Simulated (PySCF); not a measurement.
# Threshold energies of OH in a plasma

CCSD(T) in PySCF with def2-TZVPPD on every atom, for the lowest determinant that a PBE0 search found; no spin–orbit coupling.

```json
{"species": "OH", "state (unpaired electrons)": "doublet (π ↑)", "Re (Å)": "0.972", "ωe (cm⁻¹)": "3731", "energy of the minimum from the neutral (eV)": "0.00", "De (eV)": "4.52", "dissociates to": "H + O"}
{"species": "OH⁺", "state (unpaired electrons)": "triplet (π ↑↑)", "Re (Å)": "1.030", "ωe (cm⁻¹)": "3113", "energy of the minimum from the neutral (eV)": "12.85", "De (eV)": "5.27", "dissociates to": "H⁺ + O"}
```

Q: Work out the lowest energy to break OH into atoms, from its vibrational ground state.

A: D0 = De − ωe/2 = 4.52 − 0.23 = 4.29 eV (CCSD(T)/def2-TZVPPD).

Q: Work out the ionisation energy of the H atom at this level and the threshold of dissociative ionisation.

A: IE(H) = 12.85 + 5.27 − 4.52 = 13.60 eV, so H⁺ + O + e⁻ appears at D0 + IE(H) = 17.89 eV (CCSD(T)/def2-TZVPPD). The measured IE(H) is 13.598 eV (NIST ASD).

These are thermodynamic thresholds; the onsets seen under electron impact lie higher where the geometry changes, and cross-sections peak well above them.

Correlated steps freeze 1 core orbital. For an ion De counts to the pair picked by the measured ionisation energies or electron affinities, which need not be the lowest pair at this level. States were picked by a PBE0 search and need not be the measured ground states.
